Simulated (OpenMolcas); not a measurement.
# [CH3]+ (SMILES [CH3+]): MP2/ANO-XS-VDZP (sfX2C)

What is the energy difference between two shapes of [CH3]+ at MP2/ANO-XS-VDZP (sfX2C)? 

The results are computed with OpenMolcas 26.06.

3 further runs of the same task are left out: 1 that didn't finish, 2 set aside as unsound or not needed.

### 1 The system as given

The species is [CH3]+ (4 atoms), meant as a singlet with charge +1. As SMILES, `[CH3+]`. The coordinates come from a GFN2-xTB relaxation.

Bond lengths: C1–H2 1.103 Å, C1–H3 1.103 Å, C1–H4 1.103 Å. Angles: H2–C1–H3 119.9°, H2–C1–H4 120.1°, H3–C1–H4 120.0°.

### 2 Energy and gradient at MP2/ANO-XS-VDZP (sfX2C)

Contents of run.inp:

```
* CH3 MP2
>>> EXPORT MOLCAS_PRINT=2

&GATEWAY
 Coord
 4
 bohr
 C      0.00079368    -0.00083148    -0.00001890
 H      0.51391102     1.14164024     1.66705970
 H     -1.89286307     0.19377252    -0.84901615
 H      1.37815837    -1.33458128    -0.81804354
 Basis
 ANO-XS-VDZP
 Group
 NoSym
 RX2C

&SEWARD
 Expert

&SCF
 Charge
 1
 PrOrbitals
 1

&MBPT2
 Frozen
 1
 Grdt

&ALASKA
```

Started as:

```
$ export MOLCAS_MEM=1860
$ pymolcas run.inp > run.log
```

Output:

```text
--- Start Module: gateway ---
[...]
--- Stop Module: gateway /rc=_RC_ALL_IS_WELL_ ---
[...]
 ###    WARNING:  EXPERT option is ON!                                       ###
 ###############################################################################
               SEWARD will generate:
[...]
      Basis functions           29
[...]
       Convergence after  10 Iterations
[...]
::    Total SCF energy                                -39.2489708845
[...]
      Total spin, S                                     0.0000000000
[...]
      Total electronic charge=    8.000000
      Total            charge=    1.000000
[...]
--- Start Module: mbpt2 ---
[...]
WARNING!
Default frozen orbitals as non valence orbitals is overwritten by user input.
Default values:   1
[...]
       Reference weight ( Cref**2 )         =        0.96690
::    Total MBPT2 energy                              -39.3558477637
[...]
      Dipole Moment (debye):
      Origin of the operator (angstrom)=    0.0003   -0.0003   -0.0000
                   X= -7.9766E-04               Y=  8.3745E-04               Z=  2.2195E-04           Total=  1.1776E-03
      Center of Charge (angstrom)
[...]
      Total MBPT2 calculations                           0.13      0.15
--- Stop Module: mbpt2 /rc=_RC_ALL_IS_WELL_ ---
--- Start Module: alaska ---
[...]
 *              Molecular gradients               *
 **************************************************
  Irreducible representation: a
 ------------------------------------------------------------------------------------------
                              X                       Y                       Z
 ------------------------------------------------------------------------------------------
  C1                1.40841233911753E-04   -3.14357280868950E-04   -1.54461151993088E-04
  H2                2.13597487313294E-03    5.26431872304323E-03    7.50655999825645E-03
  H3               -8.31807344288671E-03    9.53608687270457E-04   -3.65504781856296E-03
  H4                6.04125733584460E-03   -5.90357012944343E-03   -3.69705102770002E-03
 ------------------------------------------------------------------------------------------
--- Stop Module: alaska /rc=_RC_ALL_IS_WELL_ ---
[...]
```

Wall time 2.1 s (1 thread of Arm Neoverse V2, shared host); peak memory 0.37 GiB.

### 3 The distorted shape

Contents of run.input:

```
&GATEWAY
 Coord
 4
 bohr
 C     -0.02431700    -0.00627956    -0.06077737
 H      0.54078670     1.10190497     1.63307297
 H     -1.85157255     0.20177362    -0.86803814
 H      1.36949397    -1.29867648    -0.78400957
 Basis = ANO-XS-VDZP
 Group = NoSym
 RX2C

&SEWARD
 Expert

&SCF
 Charge = 1
 PrOrbitals = 1

&MBPT2
 Frozen = 1
 Grdt

&ALASKA
```

Started as:

```
$ export MOLCAS_MEM=1860
$ pymolcas run.input > run.log
```

Output:

```text
--- Start Module: gateway ---
[...]
--- Stop Module: gateway /rc=_RC_ALL_IS_WELL_ ---
[...]
 ###    WARNING:  EXPERT option is ON!                                       ###
 ###############################################################################
               SEWARD will generate:
[...]
      Basis functions           29
[...]
       Convergence after  10 Iterations
[...]
::    Total SCF energy                                -39.2486501701
[...]
      Total spin, S                                     0.0000000000
[...]
      Total electronic charge=    8.000000
      Total            charge=    1.000000
[...]
--- Start Module: mbpt2 ---
[...]
WARNING!
Default frozen orbitals as non valence orbitals is overwritten by user input.
Default values:   1
[...]
       Reference weight ( Cref**2 )         =        0.96762
::    Total MBPT2 energy                              -39.3548421544
[...]
      Dipole Moment (debye):
      Origin of the operator (angstrom)=   -0.0082   -0.0025   -0.0264
                   X=  4.6382E-02               Y=  1.5902E-02               Z=  5.4230E-02           Total=  7.3110E-02
      Center of Charge (angstrom)
[...]
      Total MBPT2 calculations                           0.13      0.16
--- Stop Module: mbpt2 /rc=_RC_ALL_IS_WELL_ ---
--- Start Module: alaska ---
[...]
 *              Molecular gradients               *
 **************************************************
  Irreducible representation: a
 ------------------------------------------------------------------------------------------
                              X                       Y                       Z
 ------------------------------------------------------------------------------------------
  C1               -2.20779402033451E-02   -1.14884478069776E-02   -3.05299211264048E-02
  H2                7.62531229022345E-03    5.36469091057046E-03    1.23459802570056E-02
  H3                1.77926878717689E-02   -1.52178535568859E-03    9.73383440930642E-03
  H4               -3.34005995864328E-03    7.64554225209269E-03    8.45010646009536E-03
 ------------------------------------------------------------------------------------------
--- Stop Module: alaska /rc=_RC_ALL_IS_WELL_ ---
[...]
```

Wall time 2.1 s (1 thread of Arm Neoverse V2, shared host); peak memory 0.37 GiB.

### 4 Summary of results

Level: MP2/ANO-XS-VDZP (sfX2C), 1 core orbital frozen.

| quantity | value |
| --- | --- |
| first shape: total energy | -39.35585 Eh |
| first shape: HOMO energy (Hartree–Fock orbitals) | -25.67 eV |
| first shape: LUMO energy (Hartree–Fock orbitals) | -7.63 eV |
| first shape: HOMO–LUMO gap (Hartree–Fock orbitals) | 18.05 eV |
| first shape: correlation energy (1 core orbital frozen) | -106.9 mEh |
| first shape: largest force on an atom | 0.484 eV/Å |
| distorted shape: total energy | -39.35484 Eh |
| distorted shape: HOMO energy (Hartree–Fock orbitals) | -25.58 eV |
| distorted shape: LUMO energy (Hartree–Fock orbitals) | -7.67 eV |
| distorted shape: HOMO–LUMO gap (Hartree–Fock orbitals) | 17.91 eV |
| distorted shape: correlation energy (1 core orbital frozen) | -106.2 mEh |
| distorted shape: largest force on an atom | 2.025 eV/Å |
| energy change with the atoms displaced | 0.027 eV |

**Reading.** With the atoms displaced the energy rises by 0.03 eV (0.6 kcal/mol). The first shape isn't relaxed at this level, so the change isn't measured from a minimum. The largest force (first shape) is 0.48 eV/Å: the shape isn't a stationary point for this species at this level. Mulliken charges (first shape) of the mean-field density run from -0.04 on C1 to +0.35 on H4; they depend strongly on the basis.
